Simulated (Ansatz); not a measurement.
# Al2: the cost of one run

Computed with Ansatz 0.2.0, Gaussian basis. Level: def2-QZVPP, core rule «outside noble gas», up to 10 orbitals frozen.

To be run: UHF; ROHF; CCSD(T) on UHF.

## (1) The system

The geometry is a PBE0/def2-TZVP stationary point (not a proven minimum) of the parent state, kept for this charge and spin.

2 atoms, charge 1, spin multiplicity 2.

Atoms are counted from 1 here; the program's logs count them from 0.

Bond lengths: Al1–Al2 2.509 Å.

## (2) UHF

File in.yaml:

```yaml
crystal:
  periodic: [false, false, false]
  atoms:
    - {symbol: Al, position_ang: [0.000000, 0.000000, 0.000000]}
    - {symbol: Al, position_ang: [0.000000, 0.000000, 2.508600]}
basis:
  gaussian: {orbitals: "def2-QZVPP.json"}
total_charge: 1
magnetization: {spin_polarized: true, initial_magnetization: 1}
hamiltonian: {xc: hf}
output: {orbitals: {seedname: orbitals}}
```

Run with:

```console
> ansatz run in.yaml --threads 1 --pin off --events-out ev --progress --plain --max-ram 2393MiB
```

What time and memory should one allow on 1 thread of Arm Neoverse N1, shared host?

About 26 s, with a peak of 0.3 GiB.
